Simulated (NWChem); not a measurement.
# chlorine (Cl2); SMILES ClCl

```xyz
2

Cl     0.0000     0.0000     1.0215
Cl     0.0000     0.0000    -1.0215
```
Atoms are numbered in this order, from 1.

Results from NWChem. Geometry optimised at B3LYP/6-31G*; all other runs use it. Pople sets run with spherical d functions.

| quantity | level | value |
|---|---|---|
| vertical, lowest excitation, singlet (eV) | LRC-wPBEh/aug-cc-pVDZ, TDA | [?] |
| absolute shielding σ Cl1 (ppm) | B3LYP/6-31G*, GIAO | 493.9 |
| −ε(HOMO) (eV) | PBE0/def2-SVP | 8.63 |
| orbital gap (eV) | revPBE/def2-SVP | [?] |
| isotropic polarisability (bohr³), static | PBE0/aug-cc-pVDZ | [?] |
| highest harmonic frequency (cm⁻¹) | B3LYP/6-31G* | 518 |

Task: Complete the blanks.

Result: 
- vertical, lowest excitation, singlet (eV), value: 3.39
- orbital gap (eV), value: 2.75
- isotropic polarisability (bohr³), static, value: 29.5
